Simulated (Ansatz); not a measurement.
## HO, doublet: the ladder up to UCCSDT(Q)

Geometry: MP2(full)/6-31G*, from the G2/97 set.

```xyz
2

O     0.0000    0.0000    0.0000
H     0.0000    0.0000    0.9791
```

Basis cc-pVQZ; Ansatz 0.2.0. Correlated methods freeze the noble-gas cores, which leaves 7 electrons in 84 orbitals. R marks a restricted (for open shells ROHF) determinant, U an unrestricted one. Active spaces: valence = (7e, 5o) chosen from the atoms' valence shells.

Full CI isn't at hand for all of this; UCCSDT(Q) serves as the reference, and is uncertain by about the last step of the cluster series. The frozen core follows each run's orbitals, which can shift R against U totals by a few meV.

The UHF ⟨S²⟩ is 0.757 and the T1 diagnostic (RCCSD) is 0.0131. The largest doubles amplitude (RCCSD) is 0.042 and the T1 diagnostic (UCCSD) is 0.0081.

```
                   level  E − E(UCCSDT(Q)) (kcal/mol)  share of correlation (%)     wall time
                     RHF                       151.62                      0.00             –
                     UHF                       148.48                      2.07             –
                    RMP2                        11.39                     92.48             –
                    UMP2                        11.71                     92.28             –
                   RCCSD                         4.29                     97.17             –
                   UCCSD                         4.22                     97.22             –
                RCCSD(T)                         0.35                     99.77         2.7 s
                UCCSD(T)                         0.32                     99.79         2.6 s
                 BCCD(T)                         0.35                     99.77  2.2 s (H100)
                  RCCSDT                         0.17                     99.89             –
                  UCCSDT                         0.14                     99.91             –
               RCCSDT(Q)                         0.04                     99.97  3.3 s (H100)
  CASSCF (valence space)                       135.71                     10.49             –
  NEVPT2 (valence space)                        18.69                     87.68         1.4 s
  MRCISD (valence space)                         7.05                     95.35             –
MRCISD+Q (valence space)                         1.38                     99.09  2.3 s (H100)
```

The correlation energy at UCCSDT(Q), counted from RHF, is -6.575 eV. That run took 3.4 s on 5 threads of AMD EPYC 7R13 with a whole H100 80 GB, shared host.

Times hold each run's SCF and search for its determinant on a shared host, so for small cases they say little of a method's own cost; rows without a card ran on 1 thread of AMD EPYC 7R13.

Natural occupations of CASSCF (valence space) about the gap: 2.000 1.999 1.976 1.000 0.025; effectively unpaired electrons, Σ n²(2−n)², 1.00.

Atomization energy (electronic, same basis, no zero-point term; atoms at the same level, unrestricted beside the R rows where the molecule is a closed shell, with restricted open-shell steps beyond CCSDT(Q)) at UCCSDT(Q): 441.5 kJ/mol. Errors of other levels:

```tsv
level	error (kJ/mol)
RHF	-153.6
UHF	-157.4
RMP2	1.6
UMP2	1.1
RCCSD	-6.8
UCCSD	-7.0
RCCSD(T)	-0.2
UCCSD(T)	-0.3
BCCD(T)	-0.2
RCCSDT	-0.2
UCCSDT	-0.4
RCCSDT(Q)	0.1
CASSCF (valence space)	-87.0
NEVPT2 (valence space)	1.1
MRCISD (valence space)	-8.9
MRCISD+Q (valence space)	-3.0
```

This basis is far from its limit, so the value isn't to be set against a measured one. Truncated CI isn't size-consistent, which counts against it in atomization.
